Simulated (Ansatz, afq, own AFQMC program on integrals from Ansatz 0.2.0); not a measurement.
SbH⁺, doublet in def2-SVP, levels against full CI

```xyz
2

Sb    0.0000    0.0000    0.0000
H     0.0000    0.0000    1.7130
```

Basis def2-SVP with its core potentials. Only valence electrons are correlated. Ansatz 0.2.0 and our own AFQMC program on the same integrals; the CISD trial comes from CCSD amplitudes, and released means the phaseless constraint is let go. Uncertainties: one standard error, sampling alone. No spin–orbit coupling.

Determinant: UHF, the one that the program's search chose, which needn't be the lowest solution. The geometry is a PBE0/def2-TZVP stationary point of this or a neighbouring charge and spin state.

Full CI on the same integrals is exact in this basis and with this determinant's frozen core.

Cautions: no spin-orbit coupling; inner d shell frozen.

```
T1 diagnostic                               : 0.0126
weight of the determinant in the CISD state : 0.936
⟨S²⟩ of the determinant                     : 0.761
size of the correlated space                : 5 electrons in 22 orbitals
```

Reference: full CI, correlation energy -2.112 eV. The released energy is read at 2.40 1/Eh (meV from the phaseless value at times in 1/Eh: -0.5 ± 0.9 at 0.24, -0.7 ± 0.8 at 0.51, -2.2 ± 1.3 at 0.99, -3.8 ± 2.2 at 1.62, -2.2 ± 0.6 at 2.40).

```csv
level,E − E(reference) (kcal/mol),share of correlation (%)
HF,48.71,0.00
MP2,13.68,71.91
CCSD,1.04,97.87
CCSD(T),0.26,99.46
CCSDT,0.03,99.95
CCSDT(Q),0.01,99.99
CCSDTQ,0.00,100.00
ph-AFQMC/CISD,0.05 ± 0.03,99.90
released AFQMC,0.00 ± 0.01,100.00
```

CCSDT and higher add their correlation energy to the determinant of the CCSD(T) run, since their own runs factorise the integrals more tightly (a shift of under 2 meV). A walk keeps the symmetry of its determinant, which the program's search chose and which needn't be the lowest solution, so a lower state of the same spin and another symmetry isn't excluded. Released energies are given only where the last usable release times agree within the noise; a slower fall can still hide under it.
